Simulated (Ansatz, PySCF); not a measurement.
Gas-phase reaction in SMILES: CN(C)C + H+ -> C[NH+](C)C
Structures are relaxed separately at B3LYP-D3(BJ)/def2-TZVP in Ansatz (a quantum-chemistry and plane-wave program).

Property: proton affinity (0 K, with B3LYP-D3(BJ) harmonic zero-point energies from PySCF), positive where the reaction releases energy, in kcal/mol. Cores are frozen in the correlated levels unless marked. No spin-orbit coupling. Non-relativistic. Basis-set limits of correlation are two-point, X^-3; Hartree-Fock from the larger set. The bracket is a focal-point correction in the basis named.

RI-MP2/CBS(cc-pVTZ,cc-pVQZ)+[CCSD(T)-MP2]/cc-pVDZ (Ansatz) gives 225.5 kcal/mol.

Question: Another calculation gave 222.9 kcal/mol. Which level was it?
A. BHLYP/def2-TZVPD (Ansatz)
B. CAM-B3LYP/def2-TZVPD (Ansatz)
C. SVWN5/def2-TZVPD (Ansatz)

Answer: B, CAM-B3LYP/def2-TZVPD (Ansatz). The others give 226.1 (BHLYP), 214.8 (SVWN5) kcal/mol.
